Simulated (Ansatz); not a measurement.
**Copper, fcc: convergence with the k-point mesh**

Computed with Ansatz, LDA, scalar-relativistic PAW, on the relaxed cell (a = 3.518 Å; spin not included). Errors count from a run at 420 eV on a Γ-centred 25×25×25 mesh with Fermi-Dirac smearing of 0.1 eV, extrapolated to zero width. Fixed here: cutoff 420 eV, Fermi-Dirac width 0.1 eV. The SCF starts from atomic densities corrected by a trained network.

| k-mesh | E(σ→0) error (meV/atom) | P (GPa) | SCF iterations |
| --- | --- | --- | --- |
| 2×2×2 | 2217.1 | 28.54 | 6 |
| 4×4×4 | 173.8 | 2.48 | 6 |
| 5×5×5 | -105.7 | -0.73 | 6 |
| 7×7×7 | -43.0 | -0.09 | 6 |
| 9×9×9 | -13.8 | 0.11 | 6 |
| 12×12×12 | 3.0 | 0.12 | 6 |
| 16×16×16 | -0.2 | 0.22 | 6 |
| 22×22×22 | -1.5 | 0.15 | 6 |

Within 5 meV/atom of the last row: from 12×12×12 on.
